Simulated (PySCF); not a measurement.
# Ionisation energy of P by level of theory

P [Ne] 3s2 3p3 (4S) → P⁺ [Ne] 3s2 3p2 (3P), as a difference of total energies. All numbers are calculated (PySCF 2.14, no relativity, point nucleus, in def2-TZVPPD). Correlated levels: valence: [Ne] frozen. The calculations carry no spin-orbit coupling.

| method | ionisation energy (eV) |
| --- | --- |
| UHF | 9.907 |
| MP2 (valence) | 10.481 |
| SCS-MP2 (valence) | 10.305 |
| CCSD (valence) | 10.416 |
| CCSD(T) (valence) | 10.460 |

How much does correlation contribute at CCSD(T) (valence)?

10.460 − (9.907) = 0.553 eV, measured against UHF.

Errors of the correlated levels include the incompleteness of this basis and the frozen core.

For comparison: 10.526 eV (measured; NIST levels, between the centres of gravity of the two terms).
